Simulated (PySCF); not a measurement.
Working out the electron affinity of F

F⁻ [Ne] (1S) → F [He] 2s2 2p5 (2P). Computed with PySCF 2.14 in dyall-av3z (15s9p3d2f, 71 functions), with scalar relativity by spin-free X2C-1e. Frozen: 1s2; the 14 highest virtual orbitals dropped. Energies in hartree (1 hartree = 27.21139 eV):

```tsv
part	F⁻ (lower)	F (upper)
UHF	-99.546039	-99.503171
MP2 opposite-spin	-0.222902	-0.161201
MP2 same-spin	-0.079589	-0.050849
```

Question: What does Hartree-Fock give?

Answer: (-99.503171) − (-99.546039) = 0.042868 hartree = 1.166 eV.

Question: What do MP2 and SCS-MP2 (6/5 opposite-spin, 1/3 same-spin) give?

Answer: The opposite-spin parts differ by 1.679 eV and the same-spin parts by 0.782 eV. MP2: 1.166 + (1.679) + (0.782) = 3.627 eV. SCS-MP2: 1.166 + 1.2 × (1.679) + (0.782)/3 = 3.441 eV.

A first-order spin-orbit estimate adds -0.018 eV to MP2 (valence), giving 3.609 eV against 3.401 eV (measured; photodetachment measurements, as compiled on the Wikipedia data page of electron affinities).

What remains against the reference includes basis incompleteness, the frozen core and correlation beyond second order.
